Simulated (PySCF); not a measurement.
# B₂H₆: fields on a plane

Computed with PBE0/[B def2-TZVP, H def2-TZVP], no relativity, density fitting, PySCF.

The singlet minimum has B–H 1.191 Å (×4), B–H 1.314 Å (×4); B–H–B 83.3° (×2), H–B–H 96.7° (×2), H–B–H 108.9° (×8), H–B–H 121.7° (×2).

The plane holds B1 at (0.00, 0.00), B2 at (1.75, 0.00), H3 at (0.87, 0.98), H4 at (0.87, -0.98) Å. Columns run from x = -1.95 to 4.05 Å, rows from y = 3.15 (top) to -2.85 Å, in steps of 0.3 Å. Other isomers or separated fragments may lie lower.

Q: Give the electron density (e/Å³) (cut at 5 e/Å³). Every second row and column.

A: 
```
0.00 0.00 0.00 0.00 0.00 0.00 0.00 0.00 0.00 0.00 0.00
0.00 0.00 0.00 0.00 0.00 0.00 0.00 0.00 0.00 0.00 0.00
0.00 0.00 0.00 0.01 0.03 0.04 0.02 0.00 0.00 0.00 0.00
0.00 0.01 0.02 0.07 0.28 0.48 0.12 0.04 0.01 0.00 0.00
0.01 0.04 0.15 0.31 0.86 1.41 0.43 0.21 0.07 0.01 0.00
0.01 0.08 0.47 5.00 0.90 0.84 5.00 0.74 0.18 0.02 0.00
0.01 0.06 0.30 0.59 0.86 1.01 0.69 0.45 0.13 0.02 0.00
0.00 0.02 0.06 0.15 0.65 1.45 0.25 0.09 0.03 0.01 0.00
0.00 0.00 0.01 0.03 0.09 0.13 0.05 0.01 0.00 0.00 0.00
0.00 0.00 0.00 0.00 0.01 0.01 0.00 0.00 0.00 0.00 0.00
0.00 0.00 0.00 0.00 0.00 0.00 0.00 0.00 0.00 0.00 0.00
```

Q: Give the lowest empty orbital (Å^-3/2) at -0.95 eV (cut at ±0.3; overall sign arbitrary). Lower edges of the bins (Å^-3/2): '0' -0.300, '1' -0.240, '2' -0.180, '3' -0.120, '4' -0.060, '5' 0.000, '6' 0.060, '7' 0.120, '8' 0.180, '9' 0.240; top 0.30.

A: 
```
444444444455555555555
444444444455555555555
444444444455555555555
444333344455566655555
443333334456666666555
433322223456777666555
433221112467888766655
433210001368998876655
433210000369999876555
443310000369999766555
444432002457997655555
555567997542002344444
556689999630000233444
566789999630000123444
566789998631001123344
566778887532111233344
566677776543222333444
556666665543333333444
555666655544433344444
555555555544444444444
555555555544444444444
```
